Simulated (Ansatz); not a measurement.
PF3 (phosphorus trifluoride): the energy to break a bond

The species is PF3 (4 atoms), meant as a singlet with charge 0. As SMILES, `FP(F)F`. The shape was relaxed beforehand at B3LYP/def2-SVP.

| atom | x (Å) | y (Å) | z (Å) |
| --- | --- | --- | --- |
| F | 0.8508 | -0.6764 | 0.8908 |
| P | -0.3044 | 0.3219 | 0.4014 |
| F | -1.0819 | -0.7103 | -0.5477 |
| F | 0.5355 | 1.0649 | -0.7446 |

Wanted: the dissociation energy of the P2–F1 bond into doublet PF2 and doublet F (shapes relaxed at B3LYP/def2-SVP, no zero-point term). 1 Eh = 2625.50 kJ/mol = 27.2114 eV. Totals in Eh; open shells run unrestricted unless said.

| level | program | PF3 | doublet PF2 | doublet F |
| --- | --- | --- | --- | --- |
| PBE/def2-TZVPP | Ansatz | -640.707501 | -540.826548 | -99.669123 |
| r2SCAN/def2-TZVPP | Ansatz | -640.994749 | -541.059902 | -99.727635 |
| B3LYP/def2-TZVPP | Ansatz | -641.158926 | -541.186326 | -99.770147 |

Task: Work out the dissociation energy at each level.

Result: 
1. PBE/def2-TZVPP: (-540.826548) + (-99.669123) − (-640.707501) = 0.211830 Eh = 556.2 kJ/mol = 5.76 eV.
2. r2SCAN/def2-TZVPP: (-541.059902) + (-99.727635) − (-640.994749) = 0.207212 Eh = 544.0 kJ/mol = 5.64 eV.
3. B3LYP/def2-TZVPP: (-541.186326) + (-99.770147) − (-641.158926) = 0.202453 Eh = 531.5 kJ/mol = 5.51 eV.

The levels span 532 to 556 kJ/mol; no measured value is set beside them. A bond enthalpy at 298 K also holds the loss of zero-point energy and thermal terms.
